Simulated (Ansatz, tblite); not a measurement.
Polycrystal shear modulus (GPa) of solids drawn from the class of alkali halides, at two levels: GFN1-xTB tight binding with its D3(BJ) term, in tblite, supercell at the zone centre, Fermi filling at 1000 K (free energies), no spin polarisation (tblite), and PBE (Ansatz, a first-principles code, PAW).

```tsv
solid	GFN1-xTB	PBE	shift (%)
rock-salt KF	34.1	16.6	-51
rock-salt NaI	11.2	8.37	-25
rock-salt KBr	4.20	7.51	+79
rock-salt NaF	8.21	29.5	+259
rock-salt LiF	14.0	46.1	+229
rock-salt KI	5.02	5.67	+12.9
rock-salt KCl	6.51	9.22	+42
rock-salt NaCl	10.2	14.3	+40
rock-salt LiCl	25.4	20.3	-20
rock-salt LiBr	16.5	16.0	-3.0
```

The shifts run from -51 % to +259 %, with a median of +27 %.

Over all 10 rows PBE is the larger in 6.

Spin–orbit coupling is left out, also for the solids with elements from indium on (rock-salt NaI, rock-salt KI); its size isn't shown.

Each level is taken at its own relaxed cell. Caveats: the method was fitted mainly to molecules (GFN1-xTB: rock-salt KF, rock-salt NaI, rock-salt KBr, rock-salt NaF, rock-salt LiF, rock-salt KI and 4 more); the relaxed volume lies over a fifth from the starting cell (GFN1-xTB: rock-salt KCl); the run uses a supercell at the zone centre in place of a k mesh (GFN1-xTB: rock-salt KF, rock-salt NaI, rock-salt KBr, rock-salt NaF, rock-salt LiF, rock-salt KI and 4 more). Ansatz's density-functional and Hartree–Fock values are scalar-relativistic unless marked +SOC, with PAW data made under PBE.
